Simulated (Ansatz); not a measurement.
## [OH···H···NH], triplet: transfer scan

Starting geometry:

```xyz
5

O    -1.0590    0.0024    0.0000
H    -1.3084    0.9289    0.0000
H    -0.0995    0.0024    0.0000
N     1.2050    0.0024    0.0000
H     1.4740   -1.0019    0.0000
```

From there H3 is moved from one fragment to the other while all else, the fragments' distance too, stays fixed; atoms are numbered as listed. Energies are in kcal/mol, counted from the starting geometry at the same level.

Basis cc-pVDZ; Ansatz 0.2.0. Only valence electrons are correlated (noble-gas cores frozen). R marks a restricted (for open shells ROHF) determinant, U an unrestricted one.

For open shells CISD is restricted-active-space CI with the open shells as a complete middle space.

Full CI isn't at hand for all of this; UCCSDT(Q) serves as the reference, and is uncertain by about the last step of the cluster series. The frozen core follows each run's orbitals, which can shift R against U totals by a few meV.

```json
{"distance O1-H3 (Å)": "0.892", "UCCSDT(Q)": "2.4", "error RHF": "-3.4", "error RMP2": "-0.3", "error UMP2": "-0.3", "error CISD": "-1.1", "error RCCSD": "-0.4", "error UCCSDT": "0.0"}
{"distance O1-H3 (Å)": "0.960", "UCCSDT(Q)": "0.0", "error RHF": "0.0", "error RMP2": "0.0", "error UMP2": "0.0", "error CISD": "0.0", "error RCCSD": "0.0", "error UCCSDT": "0.0"}
{"distance O1-H3 (Å)": "0.997", "UCCSDT(Q)": "0.9", "error RHF": "2.2", "error RMP2": "0.2", "error UMP2": "0.2", "error CISD": "0.7", "error RCCSD": "0.3", "error UCCSDT": "0.0"}
{"distance O1-H3 (Å)": "1.035", "UCCSDT(Q)": "2.9", "error RHF": "4.7", "error RMP2": "0.5", "error UMP2": "0.5", "error CISD": "1.6", "error RCCSD": "0.6", "error UCCSDT": "0.1"}
{"distance O1-H3 (Å)": "1.073", "UCCSDT(Q)": "5.3", "error RHF": "7.5", "error RMP2": "0.7", "error UMP2": "0.8", "error CISD": "2.5", "error RCCSD": "0.9", "error UCCSDT": "0.1"}
{"distance O1-H3 (Å)": "1.111", "UCCSDT(Q)": "7.9", "error RHF": "10.6", "error RMP2": "0.4", "error UMP2": "1.3", "error CISD": "3.4", "error RCCSD": "1.2", "error UCCSDT": "0.1"}
{"distance O1-H3 (Å)": "1.148", "UCCSDT(Q)": "10.5", "error RHF": "13.4", "error RMP2": "-1.5", "error UMP2": "2.5", "error CISD": "3.5", "error RCCSD": "1.4", "error UCCSDT": "0.1"}
{"distance O1-H3 (Å)": "1.186", "UCCSDT(Q)": "13.0", "error RHF": "11.8", "error RMP2": "3.2", "error UMP2": "4.0", "error CISD": "4.5", "error RCCSD": "1.4", "error UCCSDT": "0.1"}
{"distance O1-H3 (Å)": "1.224", "UCCSDT(Q)": "15.5", "error RHF": "7.5", "error RMP2": "5.1", "error UMP2": "4.8", "error CISD": "3.9", "error RCCSD": "1.1", "error UCCSDT": "0.1"}
```

Errors are those of relative energies. In total energy the starting point itself misses UCCSDT(Q) by: RHF 226.7, RMP2 22.4, UMP2 22.3, CISD 21.1, RCCSD 4.7, UCCSDT 0.4 kcal/mol.

Spread of the error over the points with a reference, to 1.224 Å (largest less smallest): UCCSDT 0.2, RCCSD 1.8, UMP2 5.0, CISD 5.6, RMP2 6.7, RHF 16.8 kcal/mol.
